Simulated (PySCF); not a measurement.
HCF2CH2OH, C₂H₄F₂O.
Numbering: `[OH:1][CH2:2][CH:3]([F:4])[F:5]`

A calculation gives these core lines: C 1s: 293.08 (area 1), 295.94 (area 1) eV; O 1s: 539.41 eV; F 1s: 693.49 eV.

Computed, not measured: delta-SCF UKS SCAN, pcX-2 on the ionised atom, pcseg-1 elsewhere, spin-free X2C in PySCF 2.14.0. The structure is a single PBE0-D3(BJ)/def2-SVP conformer in the gas phase; no vibrational or solvent corrections.

Task: Order the carbon atoms by C 1s binding energy.

Result: 293.08 eV: C2 (carbinol carbon (C–OH)); 295.94 eV: C3 (CHF2 carbon). The listed C 1s values span 2.86 eV, from C2 (bonded to O, C and 2 H) to C3 (bonded to 2 F, C and H). Summing the Pauling electronegativity differences to the bonded atoms, each weighted by its formal bond order, gives +0.19 for the lowest site and +2.51 for the highest.

Bonded neighbours of each site: O1: C and H; C2: O, C and 2 H; C3: 2 F, C and H; F4/F5: C.

Task: Which effective nuclear charge Zeff reproduces each element's mean 1s value in the hydrogen-like formula E = 13.606 eV × Zeff²?

Result: C (Z = 6): mean 294.5 eV, Zeff = 4.65, Z − Zeff = 1.35; O (Z = 8): mean 539.4 eV, Zeff = 6.30, Z − Zeff = 1.70; F (Z = 9): mean 693.5 eV, Zeff = 7.14, Z − Zeff = 1.86. Means run over the listed sites, weighted by atom count.

One atom of each set of topologically equivalent atoms was ionised and stands for the set; in this conformer not all members are related by symmetry, and their own values weren't computed.

The values belong to the conformer `[OH:1][CH2:2][CH:3]([F:4])[F:5]`: O1–C2–C3–F4 -63°, H–O1–C2–C3 -51°.
